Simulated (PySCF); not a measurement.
# C2H4OP2: the cost of one run

Computed with PySCF 2.14.0. Level: levels as typed in each script, gas phase, geometry from GFN2-xTB.

### Step 1. Where the work starts

SMILES `CC(=O)P=P`, 9 atoms, charge 0, spin multiplicity 1.

Bond lengths: C1–C2 1.495 Å, C1–H6 1.088 Å, C1–H7 1.089 Å, C1–H8 1.091 Å, C2–O3 1.205 Å, C2–P4 1.881 Å, P4–P5 2.028 Å, P5–H9 1.405 Å. Angles: C2–C1–H6 110.9°, C2–C1–H7 109.0°, C2–C1–H8 109.0°, H6–C1–H7 110.3°, H6–C1–H8 110.2°, H7–C1–H8 107.5°, C1–C2–O3 124.6°, C1–C2–P4 112.6°, O3–C2–P4 122.8°, C2–P4–P5 102.0°, P4–P5–H9 96.4°.

Coordinates:

```xyz
9

C     2.4131   -0.3488   -0.0007
C     1.0609    0.2897    0.0004
O     0.8653    1.4788    0.0008
P    -0.3342   -0.9722    0.0008
P    -1.9781    0.2158   -0.0007
H     3.1976    0.4047   -0.0013
H     2.5048   -0.9874    0.8761
H     2.5034   -0.9865   -0.8808
H    -1.2879    1.4393   -0.0010
```

### Step 2. Removing and adding an electron (PBE/aug-cc-pvdz)

input.py

```python
import numpy as np
from pyscf import gto, scf, dft
from pyscf.scf import atom_ks, atom_hf
from scipy.linalg import block_diag

def solve(mol, dm0=None, hcore=None):
    mf = (dft.UKS if mol.spin else dft.RKS)(mol, xc='pbe')
    mf.grids.level = 3
    mf = mf.density_fit(auxbasis='def2-universal-jkfit')
    mf.conv_tol, mf.max_cycle = 1e-8, 80
    if hcore is not None:
        mf.get_hcore = lambda *args: hcore
    mf.kernel(dm0)
    if not mf.converged:
        mf = mf.newton().run(mf.mo_coeff, mf.mo_occ, max_cycle=30)
    assert mf.converged, 'SCF not converged'
    return mf

mol = gto.M(atom='''
C      2.41313    -0.34879    -0.00074
C      1.06089     0.28971     0.00044
O      0.86531     1.47883     0.00084
P     -0.33420    -0.97218     0.00082
P     -1.97809     0.21577    -0.00067
H      3.19760     0.40467    -0.00134
H      2.50476    -0.98743     0.87608
H      2.50344    -0.98649    -0.88084
H     -1.28794     1.43932    -0.00101
''', basis='aug-cc-pvdz', charge=0, spin=0, verbose=4)
mf = solve(mol)
out = dict(e0=mf.e_tot, dm0=mf.make_rdm1(), c=mf.mo_coeff, occ=mf.mo_occ, eps=mf.mo_energy)
for name, dq, spin in [('cation', 1, 1), ('anion', -1, 1)]:
    ion = mol.copy().set(charge=mol.charge + dq, spin=spin).build()
    mi = solve(ion)
    if spin and dq > 0 and mol.nao < 130:
        c, _, stable, _ = mi.stability(return_status=True)
        if not stable:
            mi = solve(ion, mi.make_rdm1(c, mi.mo_occ))
    print(name, 'vertical energy change / eV', (mi.e_tot - mf.e_tot) * 27.211386)
    out.update({'e_' + name: mi.e_tot, 'dm_' + name: mi.make_rdm1(), 's2_' + name: mi.spin_square()[0], 'eps_' + name: mi.mo_energy, 'occ_' + name: mi.mo_occ})
# spherically averaged free atoms, for the promolecule
atm = atom_ks.get_atm_nrks(mol, xc='pbe')
pro = block_diag(*[(atm[a[0]][2] * atm[a[0]][3]) @ atm[a[0]][2].T for a in mol._atom])
np.savez('result.npz', pro=pro, **out)
```

The run is started by

```bash
$ OMP_NUM_THREADS=1 python input.py
```

What time and memory should one allow on 1 thread of Arm Neoverse V1, shared host?

About 2.3 min, with a peak of 0.61 GiB.
